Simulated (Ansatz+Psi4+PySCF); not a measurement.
Values are calculated unless marked as measured or tabulated.
## Psi4 1.11 run

```
molecule {
1 2
O 0.119260 0.000000 -1.500000
H -0.477050 0.763240 -1.500000
H -0.477050 -0.763240 -1.500000
O -0.119260 0.000000 1.500000
H 0.477050 -0.763240 1.500000
H 0.477050 0.763240 1.500000
}

set basis cc-pVTZ
set reference uhf
set scf_type pk
energy('scf')
```

The input is written out from the run's settings.

The run gave:

- Converged: yes
- Total energy: -151.70392 hartree
- Spin squared of the determinant: 0.805
- Occupied orbitals by symmetry in an Abelian subgroup (alpha; beta): 4 Ag 1 Bg 1 Au 4 Bu; 4 Ag 1 Bg 1 Au 3 Bu

This is not the lowest solution: another run reaches a determinant 0.64 eV lower.
